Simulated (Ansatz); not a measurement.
**CHP+ (doublet): wave-function methods side by side, def2-TZVPP**

An exercise on one series of results from a longer session: the logs are not shown, and one member is left open.

Method: def2-TZVPP, core rule «outside noble gas», up to 6 orbitals frozen; program: Ansatz 0.2.0, Gaussian basis.

The runs, in order: UHF; ROHF; CCSD(T) on UHF.

2 further runs of the same task are left out: 2 set aside as unsound or not needed.

### The system

The geometry is a PBE0/def2-TZVP stationary point (not a proven minimum) of the parent state, kept for this charge and spin.

3 atoms, charge 1, spin multiplicity 2.

Atoms are counted from 1 here; the program's logs count them from 0.

Bond lengths: C1–P2 1.672 Å, C1–H3 1.091 Å. Angles: P2–C1–H3 130.8°.

Set-up of the first run:

File in.yaml:

```yaml
crystal:
  periodic: [false, false, false]
  atoms:
    - {symbol: C, position_ang: [0.000000, -0.134864, 1.152874]}
    - {symbol: P, position_ang: [0.000000, 0.032285, -0.510338]}
    - {symbol: H, position_ang: [0.000000, 0.614934, 1.944837]}
basis:
  gaussian: {orbitals: def2-TZVPP}
total_charge: 1
magnetization: {spin_polarized: true, initial_magnetization: 1}
hamiltonian: {xc: hf}
output: {orbitals: {seedname: orbitals}}
```

Started as:

```console
> ansatz run in.yaml --threads 1 --pin off --events-out ev --progress --plain --max-ram 4096MiB --backend cpu
```

Among the steps run: UHF; ROHF; CCSD(T) on UHF.

One of the session's tables, all rows but one given; the rest of the session is left out.

```
  method  from UCCSD(T) (kJ/mol)
    ROHF                       ?
    UMP2                  +172.4
   UCCSD                   +44.0
UCCSD(T)                       0
```

Estimate the missing values for ROHF.

**Answer.** from UCCSD(T) (kJ/mol): +770.5. In the column «from UCCSD(T) (kJ/mol)» it is the highest.

Left out of the table: UHF (another determinant or state than the rows shown).

To keep in mind: The determinant is far from a pure spin state, so its energy mixes those of several spin states (harmless only where they are near-degenerate, as at dissociation). Warnings: spin contamination; coupled cluster took another determinant than the lowest.
